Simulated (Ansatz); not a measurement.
## Two Ansatz runs on Ge

The structure comes from a relaxation in the same program, started in the diamond type, and has space group Fd-3m. Whether it is a known phase or the ground state wasn't checked.

First run: DFT, PBE, PAW with Ansatz's default frozen-core files, scalar-relativistic (Ansatz 0.2.0).

Command: `ansatz run input.yaml --threads 1 --pin off --max-ram 2048MiB --backend cpu --events-out ev --progress --plain --runs-dir out` The run took 30 s on 1 thread of AMD EPYC 7R13 Processor (Zen 3) (shared host).

```yaml
crystal:
  lattice:
    - [0.0, 2.8807016401, 2.8807016401]
    - [2.8807016401, 0.0, 2.8807016401]
    - [2.8807016401, 2.8807016401, 0.0]
  atoms:
    - { symbol: Ge, position: [0.0, 0.0, 0.0] }
    - { symbol: Ge, position: [0.25, 0.25, 0.25] }
kpoints:
  mp_grid: { grid: [11, 11, 11] }
  band_path:
    path:
      - [0.0, 0.0, 0.0]
      - [0.5, 0.0, 0.5]
      - [0.625, 0.25, 0.625]
      - [0.375, 0.375, 0.75]
      - [0.0, 0.0, 0.0]
      - [0.5, 0.5, 0.5]
      - [0.5, 0.25, 0.75]
      - [0.5, 0.0, 0.5]
    npoints: 14
scf:
  occupations: { method: fermi_dirac, width: 0.05 }
hamiltonian:
  xc: pbe
  pseudopotentials: { kind: paw }
output:
  forces: true
  stress: true
  eigenvalues: true
  efg: { contact_densities: true }
  populations: true
  bader: true
  dos: { projected: true, de: 0.2, e_range: [-14, 8] }
  write_density: true
  write_potential: true
  elf: true
  volumetric_format: npy
```

Result: converged; pressure 0.00 GPa; no gap on the k mesh; 6 SCF iterations.

The input is then changed:

```diff
@@ -21,5 +21,5 @@
     npoints: 14
 scf:
-  occupations: { method: fermi_dirac, width: 0.05 }
+  occupations: { method: tetrahedron }
 hamiltonian:
   xc: pbe
@@ -31,9 +31,5 @@
   efg: { contact_densities: true }
   populations: true
-  bader: true
-  dos: { projected: true, de: 0.2, e_range: [-14, 8] }
-  write_density: true
-  write_potential: true
-  elf: true
-  volumetric_format: npy
+basis:
+  xc_grid: 3
```

(1) Predict the outcome of the changed run.

## Answers

(1) It converged; energy at zero smearing 0.0 meV/atom from the first run; pressure -0.03 GPa; no gap on the k mesh; 7 SCF iterations.
